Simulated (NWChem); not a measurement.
System: propane (C3H8); SMILES C(C)C

Here is an NWChem input.

```
start job
memory heap 200 mb stack 900 mb global 1100 mb
geometry units angstroms noautosym nocenter noautoz
  C     -1.271095     0.000000     0.257139
  C      0.000000     0.000000    -0.578926
  C      1.271095     0.000000     0.257139
  H     -2.173992     0.000000    -0.372814
  H     -1.321209    -0.887508     0.909034
  H     -1.321209     0.887508     0.909034
  H      0.000000     0.879152    -1.246577
  H      0.000000    -0.879152    -1.246577
  H      2.173992     0.000000    -0.372814
  H      1.321209     0.887508     0.909034
  H      1.321209    -0.887508     0.909034
end
basis spherical
  * library def2-svp
end
dft
  xc pbe0
  iterations 150
end
cosmo
  do_cosmo_smd true
  solvent hexane
end
task dft energy
```

Output (shortened):

```
             Northwest Computational Chemistry Package (NWChem) 7.3.0
             --------------------------------------------------------

                             Geometry "geometry" -> ""
                             -------------------------

 Output coordinates in angstroms (scale by  1.889725989 to convert to a.u.)

  No.       Tag          Charge          X              Y              Z
 ---- ---------------- ---------- -------------- -------------- --------------
    1 C                    6.0000    -1.27109500     0.00000000     0.25713900
    2 C                    6.0000     0.00000000     0.00000000    -0.57892600
    3 C                    6.0000     1.27109500     0.00000000     0.25713900
    4 H                    1.0000    -2.17399200     0.00000000    -0.37281400
    5 H                    1.0000    -1.32120900    -0.88750800     0.90903400
    6 H                    1.0000    -1.32120900     0.88750800     0.90903400
    7 H                    1.0000     0.00000000     0.87915200    -1.24657700
    8 H                    1.0000     0.00000000    -0.87915200    -1.24657700
    9 H                    1.0000     2.17399200     0.00000000    -0.37281400
   10 H                    1.0000     1.32120900     0.88750800     0.90903400
   11 H                    1.0000     1.32120900    -0.88750800     0.90903400

 Effective nuclear repulsion energy (a.u.)      82.3925873479

                                 NWChem DFT Module
                                 -----------------

 Summary of "ao basis" -> "ao basis" (spherical)
 ------------------------------------------------------------------------------
       Tag                 Description            Shells   Functions and Types
 ---------------- ------------------------------  ------  ---------------------
 C                          def2-svp                 6       14   3s2p1d
 H                          def2-svp                 3        5   2s1p

 in cosmo_initialize ...
 calling solv_data for solv:hexane

 solvent parameters
 solvname_short: hexane
 solvname_long:  n-hexane
 dielec:        1.8819
 dielecinf:     1.8903
 nonaqueous SMD model solvent descriptors
 dielec:        1.8819
 sola:          0.0000
 solb:          0.0000
 solc:          0.0000
 solg:         25.7500
 solh:          0.0000
 soln:          1.3749

[...]

                                COSMO-SMD solvation results
                                ---------------------------

             internal energy in gas <Psi(g)|H|Psi(g)> =      -118.901704067339
         internal energy in solvent <Psi(s)|H|Psi(s)> =      -118.901695429788
                               delta internal energy  =         0.000008637552 (    0.01 kcal/mol)
   total free energy in solvent <Psi(s)|H+V/2|Psi(s)> =      -118.902102074556
 polarization energy contribution <Psi(s)|V/2|Psi(s)> =        -0.000406644768 (   -0.26 kcal/mol)
    total free energy in solvent including G(SMD-CDS) =      -118.905120556611
                       G(SMD-CDS) energy contribution =        -0.003018482056 (   -1.89 kcal/mol)
     1 M fixed-concentration free energy of solvation =        -0.003416489272 (   -2.14 kcal/mol)

                       DFT Final Molecular Orbital Analysis
                       ------------------------------------

 Vector   11  Occ=2.000000D+00  E=-3.495943D-01
              MO Center=  1.2D-08, -6.8D-11, -8.0D-02, r^2= 3.1D+00
   Bfn.  Coefficient  Atom+Function         Bfn.  Coefficient  Atom+Function
  ----- ------------  ---------------      ----- ------------  ---------------
     4      0.330116   1 C  px               32      0.330116   3 C  px
    18     -0.313492   2 C  px               43     -0.253111   4 H  s
    68      0.253111   9 H  s                 7      0.162485   1 C  px
    35      0.162485   3 C  px               44     -0.135381   4 H  s
    69      0.135381   9 H  s                21     -0.110450   2 C  px

 Vector   12  Occ=2.000000D+00  E=-3.454175D-01
              MO Center= -1.2D-08,  2.0D-10, -1.2D-01, r^2= 2.8D+00
   Bfn.  Coefficient  Atom+Function         Bfn.  Coefficient  Atom+Function
  ----- ------------  ---------------      ----- ------------  ---------------
    20      0.332416   2 C  pz                6     -0.265702   1 C  pz
    34     -0.265702   3 C  pz               58     -0.184929   7 H  s
    63     -0.184929   8 H  s                23      0.155554   2 C  pz
    48     -0.134636   5 H  s                53     -0.134636   6 H  s
    73     -0.134636  10 H  s                78     -0.134636  11 H  s

 Vector   13  Occ=2.000000D+00  E=-3.323506D-01
              MO Center=  2.6D-09,  3.0D-10, -2.0D-01, r^2= 2.8D+00
   Bfn.  Coefficient  Atom+Function         Bfn.  Coefficient  Atom+Function
  ----- ------------  ---------------      ----- ------------  ---------------
    19      0.322320   2 C  py               58      0.268553   7 H  s
    63     -0.268553   8 H  s                 5     -0.201500   1 C  py
    33     -0.201500   3 C  py               48      0.179619   5 H  s
    53     -0.179619   6 H  s                73     -0.179619  10 H  s
    78      0.179619  11 H  s                59      0.151890   7 H  s

 Vector   14  Occ=0.000000D+00  E= 7.067522D-02
              MO Center=  1.3D-08,  1.3D-08, -6.2D-02, r^2= 6.8D+00
   Bfn.  Coefficient  Atom+Function         Bfn.  Coefficient  Atom+Function
  ----- ------------  ---------------      ----- ------------  ---------------
     3      1.309063   1 C  s                31      1.309063   3 C  s
    17      1.185146   2 C  s                59     -0.745019   7 H  s
    64     -0.745019   8 H  s                44     -0.679889   4 H  s
    69     -0.679889   9 H  s                49     -0.650288   5 H  s
    54     -0.650288   6 H  s                74     -0.650288  10 H  s

[...]
```

Level: PBE0/def2-SVP, SMD on the gas-phase geometry. The geometry was optimised at PBE0/def2-SVP. Solvent: n-hexane.
